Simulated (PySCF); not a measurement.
SMILES [NH2], doublet, CAM-B3LYP/def2-SVP optimised geometry. Atoms within 1.6 Å of the plane z = 1.2 Å (x, y, z in Å): N1 (-0.41, -0.51, 0.00), H2 (0.62, -0.51, 0.00), H3 (-0.62, 0.51, 0.00).

Level of theory: PySCF with unrestricted CAM-B3LYP/def2-TZVP.

Map of the Laplacian of the electron density (e/bohr⁵) on the plane z = 1.2 Å:

```
|0000000000000000000000000000000|
|0000000000000000000000000000000|
|0000000000000000000000000000000|
|0000000000000000000000000000000|
|0000000000000000000000000000000|
|0000000000000000000000000000000|
|0000000000000000000000000000000|
|0000000000000000000000000000000|
|0000000000000000000000000000000|
|0000000000000000000000000000000|
|0000000000011110000000000000000|
|0000000001112211100000000000000|
|0000000011223322110000000000000|
|0000000012334443211000000000000|
|0000000112355554321100000000000|
|0000000123467776432110000000000|
|0000000123578987543210000000000|
|0000000124579998653210000000000|
|0000000123579998653210000000000|
|0000000123567887543210000000000|
|0000000112456665432110000000000|
|0000000012334444321100000000000|
|0000000011223332211000000000000|
|0000000001111111110000000000000|
|0000000000011110000000000000000|
|0000000000000000000000000000000|
|0000000000000000000000000000000|
|0000000000000000000000000000000|
|0000000000000000000000000000000|
|0000000000000000000000000000000|
|0000000000000000000000000000000|
```
Scale: ten equal steps from 0.000 (start of '0') to 0.047 (end of '9'), in the order '0123456789'; x runs from -3.00 to 3.00, y from -3.00 (bottom) to 3.00 (top).
